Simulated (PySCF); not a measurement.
Gas-phase reaction: 2 SOF₂ = S₂O + O + 2 F₂

Computed with PySCF (xtb for GFN2) and rigid-rotor harmonic-oscillator thermochemistry at 1 bar. Table values come from the NASA 1993 polynomials. After a fit of one offset per element over all species, the range-separated, M06-2X, PBE0/def2-QZVP and CCSD(T)/def2-TZVPP enthalpies, where run, lie to one side of the table for SOF₂ (-46 kJ/mol), S₂O (+20 kJ/mol): a fault of the table's entry, another state or a shared error of the levels is possible; this was not checked at source. † marks an energy on the PBE0/def2-TZVP geometry and frequencies; other levels use their own. MP2 and CCSD(T) freeze the core. 6-31G* has spherical d functions here. Open shells (unrestricted): O (multiplicity 3); the rest are closed-shell singlets. GFN2 has no spin-polarisation term. Spin-orbit splitting is ignored; it lowers the true energy and changes the entropy of O. For this reaction the table lies outside the span of B3LYP, CCSD(T), M06-2X, MP2, PBE0, r2SCAN, ωB97M-V, ωB97X-V in their largest bases here; which side is off was not settled. MP2 isn't extrapolated to the basis-set limit. CCSD(T) isn't extrapolated to the basis-set limit. The table's entry may be an old estimate for SOF₂, S₂O (not checked at source). Warning, large T1 diagnostic: S₂O (CCSD(T)/def2-SVP†).

| level | ΔH°(298 K), kJ |
|---|---|
| table | 1280.5 |
| BLYP/def2-TZVP† | [?] |
| CCSD(T)/def2-SVP† | 1122.0 |
| GFN2-xTB | [?] |
| HF/6-31G* | [?] |
| HF/def2-TZVP† | [?] |
| MP2/def2-SVP† | 1210.6 |
| PBE/def2-SVP | 1256.4 |

Question: Complete the blanks.

Answer: 
- BLYP/def2-TZVP†, ΔH°(298 K), kJ: 1320.5
- GFN2-xTB, ΔH°(298 K), kJ: 1800.6
- HF/6-31G*, ΔH°(298 K), kJ: 1096.3
- HF/def2-TZVP†, ΔH°(298 K), kJ: 1212.5
